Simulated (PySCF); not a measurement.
Dipole moment and polarisability of `N=[PH3]`

H4NP.
Cartesian coordinates in Å at the GFN2-xTB level; atoms count from 1:
```
atom  x, y, z in Å
N1     1.1001    0.6470   -0.1162
P2    -0.2844   -0.0183    0.0136
H3     1.8849    0.0137   -0.1099
H4    -0.7962   -0.8944   -0.9509
H5    -1.2247    0.9854   -0.0110
H6    -0.6766   -0.7314    1.1527
```

Level: CAM-B3LYP/def2-SVPD (PySCF), static field, nuclei fixed, core orbitals frozen in the response. The polarisability tensor in these axes (au):

```
x   39.24  4.61 -0.80
y    4.61 33.33 -0.41
z   -0.80 -0.41 31.45
```

Q: Give the principal values, the mean and the anisotropy Δα = √{½[(α1 − α2)² + (α2 − α3)² + (α1 − α3)²]}.

A: Principal values 30.81, 31.37 and 41.84 au; mean 34.68 au = 5.14 Å³ = 5.72 × 10⁻⁴⁰ C²·m²/J; Δα = 10.76 au (31 % of the mean).

Q: What is the dipole moment, and where does it point?

A: (-2.08, -2.23, 0.29) D, 3.06 D in size, pointing from the negative to the positive side. Measured along this direction, the outermost atoms are H3 and N1 at the negative end and H6 and H4 at the positive end.

Q: How large is μ²/3kT at 273 K beside α?

A: In Gaussian units μ²/3kT = 82.71 Å³ against 5.14 Å³, a ratio of 16.10; the Debye molar polarisation (4π/3)N_A(α + μ²/3kT) is 221.6 cm³/mol, leaving out the vibrational part.

Q: What molar refraction does this α imply?

A: Lorentz–Lorenz: R = (4π/3)N_A α = 2.5225 cm³/(mol·Å³) × 5.14 Å³ = 13.0 cm³/mol, in the limit of long wavelengths.

Q: Along which axes do the principal values lie, and how far do the nuclei extend along each?

A: Largest value along (0.87, 0.48, -0.09), where the nuclei span 2.71 Å; middle along (0.06, 0.07, 1.00), 2.11 Å; least along (-0.48, 0.88, -0.04), 2.35 Å. The strongest response lies along the longest span, while the other two are in reverse order.

Isolated species at its GFN2-xTB geometry, gas phase.

The run behind these numbers computed excited states as well. Hardware: an Arm Neoverse V1 with one thread, no GPU, shared host. Cost: 2.8 s wall.
